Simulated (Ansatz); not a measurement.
Ideal-gas functions of AlBH₆Si (`[BH2][AlH][SiH3]`) at 298.15 K and 1 bar, from an Ansatz frequency run at PBE0-D4/def2-TZVP.

Molar mass 71.93 g/mol, point group C1 (symmetry number 1), electronic degeneracy 1, moments of inertia 32.846, 181.451, 204.384 u Å². Harmonic wavenumbers (cm⁻¹, unscaled): 31, 98, 210, 329, 359, 383, 405, 549, 563, 606, 833, 872, 932, 941, 1142, 1888, 2188, 2199, 2205, 2556, 2631.

Use S(trans) = R[1.5 ln M + 2.5 ln T − 1.1517]; rotational temperatures θ = 24.2544 K / I; S(rot) = R[ln(√π/σ · √(T³/θAθBθC)) + 1.5]; for each mode x = 1.438777 ν̃/T, S = R[x/(eˣ − 1) − ln(1 − e⁻ˣ)] and H = RT x/(eˣ − 1); 1 cm⁻¹ = 0.0119627 kJ/mol; R = 8.31446 J/(mol·K).

Question: By hand: the entropy, in J/(mol·K).

Answer: Translation 162.2. Rotation: θ = 0.7384, 0.1337, 0.1187 K, giving 106.8. Vibration, mode by mode: 24.12, 14.62, 8.55, 5.29, 4.71, 4.30, 3.95, 2.29, 2.17, 1.84, 0.76, 0.65, 0.51, 0.50, 0.22, 0.01, 0.00, 0.00, 0.00, 0.00, 0.00, in all 74.5. Electronic 0.0. Sum 343.5 J/(mol·K).

Question: By hand: H − E and G − E in kJ/mol, counted from the electronic energy.

Answer: Zero-point energy ½ × 21920 × 0.0119627 = 131.1; thermal vibration 11.3; translation, rotation and pV give 4 RT = 9.9. H − E = 152.3 kJ/mol, and G − E = 152.3 − 298.15 × 343.5/1000 = 49.9 kJ/mol.

Vibration gives 22 % of the entropy, 38.7 J/(mol·K) of it from the modes under 150 cm⁻¹: soft modes count most, and the harmonic formula is weakest for them. The sum counts one conformer and one mirror image; others add a mixing term.
